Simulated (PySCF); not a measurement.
**Nuclear quadrupole coupling in [AlClH3]-**

Compound: [AlClH3]- (charge -1).
Z-matrix (Å and degrees, PBE0-D3(BJ)/def2-SVP geometry), rows numbered from 1:
```
Al
Cl  1  2.2339
H   1  1.6367  2  108.28
H   1  1.6368  2  108.28  3  -120.00
H   1  1.6368  2  108.28  3   119.99
```

Field gradients from the PBE0/pcSseg-1 (pcSseg-2 on Al) density (PySCF, non-relativistic), principal values in atomic units, ordered |Vxx| ≤ |Vyy| ≤ |Vzz|:

| atom | Vxx | Vyy | Vzz |
| --- | --- | --- | --- |
| Al1 | -0.2355 | -0.2356 | 0.4711 |
| Cl2 | -0.5958 | -0.5959 | 1.1917 |

Q: Find the asymmetry η = (Vxx − Vyy)/Vzz and the couplings χ = eQV/h (234.96 MHz × Q in barn × V in au), with Q(27Al) = 0.1466 b, Q(35Cl) = −0.0817 b.

A: 
| atom | environment | nucleus | η | χzz (MHz) | χxx (MHz) | χyy (MHz) |
| --- | --- | --- | --- | --- | --- | --- |
| Al1 | aluminium bonded to Cl and 3 H | 27Al | 0.00 | 16.23 | -8.11 | -8.12 |
| Cl2 | chlorine bonded to Al | 35Cl | 0.00 | -22.88 | 11.44 | 11.44 |

The gradient is axial or nearly so (η below 0.05) at Al1 and Cl2. The tensor is traceless: Vxx + Vyy + Vzz = 0.

Q: What is Vzz at Al1 in SI units (1 au = 9.71736 × 10²¹ V/m²)?

A: 0.4711 au = 4.578 × 10²¹ V/m².

Q: What couplings would deuterons (Q(2H) = 0.00286 b) have in place of the hydrogens, at this geometry?

A: 
| atom | bonded to | bond length (Å) | Vzz (au) | η | χzz (kHz) |
| --- | --- | --- | --- | --- | --- |
| H3 | Al1 | 1.637 | 0.0936 | 0.03 | 63 |
| H4 | Al1 | 1.637 | 0.0935 | 0.03 | 63 |
| H5 | Al1 | 1.637 | 0.0935 | 0.03 | 63 |

Isolated species at its PBE0-D3(BJ)/def2-SVP geometry, gas phase. The pcSseg-1 basis has no diffuse functions, a weakness for an anion. The small basis limits the accuracy of the gradients.
